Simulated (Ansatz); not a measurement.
# SiH3+ (singlet): from Hartree-Fock to the top rungs, aug-cc-pVDZ

Aim: climb from Hartree-Fock through coupled cluster and multireference methods for SiH3+ (singlet) at one geometry and basis, and see what each rung misses.

Program: Ansatz 0.2.0, Gaussian basis. Level of theory: aug-cc-pVDZ, core rule «outside noble gas», up to 5 orbitals frozen. These are calculated values, not measurements.

To be run: UHF; CCSD(T) on RHF; CCSD(T) on UHF; BCCD(T) on RHF; CISD; CCSDT(Q) on RHF; CCSDT(Q) on UHF; CCSDTQ on RHF; CASSCF and MRCISD+Q, 6 electrons in 7 orbitals; CASSCF and NEVPT2, 6 electrons in 7 orbitals; Full CI.

7 further runs of the same task are left out: 3 for a known fault of the program, 1 that didn't finish, 3 set aside as unsound or not needed. Runs told in other sessions of the task aren't counted.

## 1. The geometry

The geometry is a PBE0/def2-TZVP stationary point (not a proven minimum) of the parent state, kept for this charge and spin.

4 atoms, charge 1, spin multiplicity 1.

Atoms are counted from 1 here; the program's logs count them from 0.

Bond lengths: Si1–H2 1.492 Å, Si1–H3 1.694 Å, Si1–H4 1.694 Å. Angles: H2–Si1–H3 105.3°, H2–Si1–H4 105.3°, H3–Si1–H4 30.1°.

## 2. UHF

Contents of in.yaml:

```yaml
crystal:
  periodic: [false, false, false]
  atoms:
    - {symbol: Si, position_ang: [0.000000, 0.067650, -0.078712]}
    - {symbol: H, position_ang: [0.000000, -1.225497, -0.823444]}
    - {symbol: H, position_ang: [0.439321, -0.329762, 1.508342]}
    - {symbol: H, position_ang: [-0.439321, -0.329762, 1.508342]}
basis:
  gaussian: {orbitals: aug-cc-pVDZ}
total_charge: 1
magnetization: {spin_polarized: true, initial_magnetization: 0}
hamiltonian: {xc: hf}
output: {orbitals: {seedname: orbitals}}
```

Run with:

```
> ansatz run in.yaml --threads 1 --pin off --events-out ev --progress --plain --max-ram 4160MiB --backend cpu
```

After this run come: CCSD(T) on RHF; CCSD(T) on UHF; BCCD(T) on RHF; CISD; CCSDT(Q) on RHF; CCSDT(Q) on UHF; CCSDTQ on RHF; CASSCF and MRCISD+Q, 6 electrons in 7 orbitals; CASSCF and NEVPT2, 6 electrons in 7 orbitals; Full CI.

Q: Predict the results of all the runs planned. Wanted: FCI from the RHF energy; RMP2 from FCI; UMP2 from FCI; RCCSD from FCI; RCCSD(T) from FCI; UCCSD(T) from FCI; RCCSDT(Q) from FCI; UCCSDT(Q) from FCI; NEVPT2 valence from FCI.

**Answer**, as computed:

| quantity | value |
| --- | --- |
| FCI from the RHF energy | -3.5770 eV |
| RMP2 from FCI | +968.5 meV |
| UMP2 from FCI | +1007.1 meV |
| RCCSD from FCI | +90.8 meV |
| RCCSD(T) from FCI | +22.4 meV |
| UCCSD(T) from FCI | +40.4 meV |
| RCCSDT(Q) from FCI | +0.8 meV |
| UCCSDT(Q) from FCI | +1.3 meV |
| NEVPT2 valence from FCI | +533.1 meV |
| MRCISD+Q valence from FCI | +17.5 meV |
| levels within 1 kcal/mol (43 meV) | RCCSD(T), UCCSD(T), BCCD(T), RCCSDT, UCCSDT, RCCSDT(Q), UCCSDT(Q), RCCSDTQ, MRCISD+Q valence |
| T1 diagnostic | 0.013 |
| effectively unpaired electrons | 0.13 |

What this shows: RCCSD(T) lands +22.4 meV from the yardstick (0.6 % of the correlation energy). One determinant dominates. Of the multireference levels listed MRCISD+Q valence comes nearest in total energy (+17.5 meV), which doesn't show that its space is the better one. These misses are within one basis, not against nature.
